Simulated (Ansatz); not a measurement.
**SiCl (quartet): from Hartree-Fock to the top rungs at distance Si1–Cl2 = 2.305 Å, 6-31G**

Aim: climb from Hartree-Fock through coupled cluster and multireference methods for SiCl (quartet) at one geometry and basis, and see what each rung misses.

Method: 6-31G, core rule «outside noble gas», up to 10 orbitals frozen; program: Ansatz 0.2.0, Gaussian basis.

The runs, in order: UHF; CCSD(T) on ROHF; CCSD(T) on UHF; BCCD(T) on ROHF; CISD; CCSDT(Q) on ROHF; CCSDT(Q) on UHF; CISDTQ; CCSDTQ on ROHF; CCSDTQ on UHF; CASSCF and MRCISD+Q, 5 electrons in 5 orbitals; CASSCF and NEVPT2, 5 electrons in 5 orbitals; CASSCF and MRCISD+Q, 11 electrons in 8 orbitals; CASSCF and NEVPT2, 11 electrons in 8 orbitals; Full CI.

17 further runs of the same task are left out: 14 that didn't finish, 3 set aside as unsound or not needed.

### 1 What is computed

The geometry derives from a PBE0/def2-TZVP stationary point (not a proven minimum). One bond is set to the value named and the two fragments are kept rigid.

2 atoms, charge 0, spin multiplicity 4.

Atoms are counted from 1 here; the program's logs count them from 0.

Bond lengths: Si1–Cl2 2.305 Å.

### 2 UHF

Contents of in.yaml:

```yaml
crystal:
  periodic: [false, false, false]
  atoms:
    - {symbol: Si, position_ang: [0.000000, 0.000000, 0.000000]}
    - {symbol: Cl, position_ang: [0.000000, 0.000000, 2.305000]}
basis:
  gaussian: {orbitals: 6-31G}
magnetization: {spin_polarized: true, initial_magnetization: 3}
hamiltonian: {xc: hf}
output: {orbitals: {seedname: orbitals}}
```

The run is started by

```
$ ansatz run in.yaml --threads 1 --pin off --events-out ev --progress --plain --max-ram 2393MiB
```

Further steps of the session: CCSD(T) on ROHF; CCSD(T) on UHF; BCCD(T) on ROHF; CISD; CCSDT(Q) on ROHF; CCSDT(Q) on UHF; CISDTQ; CCSDTQ on ROHF; CCSDTQ on UHF; CASSCF and MRCISD+Q, 5 electrons in 5 orbitals; CASSCF and NEVPT2, 5 electrons in 5 orbitals; CASSCF and MRCISD+Q, 11 electrons in 8 orbitals; CASSCF and NEVPT2, 11 electrons in 8 orbitals; Full CI.

Q: Predict the results of all the runs planned. Wanted: FCI below the RHF energy; RMP2 from FCI; UMP2 from FCI; RCCSD from FCI; RCCSD(T) from FCI; UCCSD(T) from FCI; RCCSDT(Q) from FCI; UCCSDT(Q) from FCI; NEVPT2 pair from FCI.

As calculated:

```
                         quantity                                                                                                                         value
         FCI below the RHF energy                                                                                                                    -2.0197 eV
                    RMP2 from FCI                                                                                                                    +390.7 meV
                    UMP2 from FCI                                                                                                                    +411.7 meV
                   RCCSD from FCI                                                                                                                     +49.2 meV
                RCCSD(T) from FCI                                                                                                                     +12.5 meV
                UCCSD(T) from FCI                                                                                                                     +12.1 meV
               RCCSDT(Q) from FCI                                                                                                                      +0.4 meV
               UCCSDT(Q) from FCI                                                                                                                      -0.3 meV
             NEVPT2 pair from FCI                                                                                                                    +260.5 meV
           MRCISD+Q pair from FCI                                                                                                                     +26.8 meV
          NEVPT2 valence from FCI                                                                                                                    +352.4 meV
levels within 1 kcal/mol (43 meV)  RCCSD(T), UCCSD(T), BCCD(T), RCCSDT, UCCSDT, CISDTQ, RCCSDT(Q), UCCSDT(Q), RCCSDTQ, UCCSDTQ, MRCISD+Q pair, MRCISD+Q valence
                    T1 diagnostic                                                                                                                         0.022
   effectively unpaired electrons                                                                                                                          3.02
```

In words: RCCSD(T) lands +12.5 meV from the yardstick (0.6 % of the correlation energy). One determinant dominates. Of the multireference levels listed MRCISD+Q valence comes nearest in total energy (+20.2 meV), which doesn't show that its space is the better one. These misses are within one basis, not against nature; the frozen cores of restricted and unrestricted runs differ, which can shift their rows.
